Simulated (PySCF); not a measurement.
## Gas-phase thermal properties of SiH₂(NH₂)₂

Computed with PySCF (xtb for GFN2) and rigid-rotor harmonic-oscillator thermochemistry at 1 bar. 6-31G* has spherical d functions here. All species are closed-shell singlets. B3LYP is the form with VWN-RPA correlation. No R ln 2 is added for the mirror-image form of SiH₂(NH₂)₂. SiH₂(NH₂)₂: computed as isolated molecules; such fragments, hydroxides, amides, oligomers or adducts are transient or little studied in the gas. The harmonic model lacks anharmonicity and excited electronic states, which grow with temperature; levels with a mode under 35 cm⁻¹ are left out. Internal rotation in SiH₂(NH₂)₂ is treated as a harmonic vibration of one conformer, which makes the entropy rough.

```csv
level,point group,σ,ZPE (kJ/mol),S°298 (J/mol/K),Cp298 (J/mol/K),S°1000 (J/mol/K),H1000 − H298 (kJ/mol)
B3LYP/6-31G*,C2,2,182.5,288.2,87.6,436.6,90.8
GFN2-xTB,C2,2,175.8,290.3,90.1,442.0,92.7
HF/6-31G*,C2,2,194.4,286.2,84.4,430.2,88.3
PBE/def2-SVP,C2,2,176.0,289.8,90.0,441.4,92.7
PBE0/def2-TZVP,C2,2,181.8,289.8,88.8,439.4,91.4
```
σ: rotational symmetry number. Electronic degeneracy used: 1. Frequencies are unscaled.
